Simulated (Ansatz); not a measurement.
Base system: Ag in the fcc (Cu type) structure (space group Fm-3m, No. 225; a = 4.149 Å).

The values are results of DFT with PBE, PAW potentials and a 420 eV plane-wave cutoff in Ansatz (an electronic-structure program), spin-orbit coupling left out, not measurements.

Modification: every Ag is replaced by Pd, then cell and atoms are relaxed.

Measured lattice parameter a: Ag 4.062 Å (static lattice; corrected from measurement; as listed in Daniel Mejia-Rodriguez, S. B. Trickey, Phys. Rev. B (2018)); Pd 3.876 Å (static lattice; corrected from measurement; as listed in Daniel Mejia-Rodriguez, S. B. Trickey, Phys. Rev. B (2018)).

Task: How well does PBE reproduce the measured shift?

Result: With PBE the lattice parameter a moves by -0.206 Å (4.149 → 3.943) against -0.186 Å measured.

No phonon test of stability was made. The final runs are not spin-polarised.
